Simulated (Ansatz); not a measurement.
Start from MgO in the rock salt structure (space group Fm-3m, No. 225; a = 4.214 Å).

All numbers come from PBEsol/PAW in Ansatz (a quantum-chemistry and plane-wave program), no spin-orbit coupling.

Modification: every Mg is replaced by Sr, then cell and atoms are relaxed.

Measured lattice parameter a: MgO 4.189 Å (static lattice; corrected from measurement; as listed in Daniel Mejia-Rodriguez, S. B. Trickey, Phys. Rev. B (2018)); SrO 5.16 Å (room temperature; as listed in Juan A. Santana et al., The Journal of Chemical Physics (2016)).

Problem. How well does PBEsol reproduce the measured shift?

Solution. With PBEsol the lattice parameter a moves by +0.908 Å (4.214 → 5.122) against +0.971 Å measured. The two measured values stand on different bases (one corrected, one not), which blurs small differences.

Whether these cells are dynamically stable was not tested.
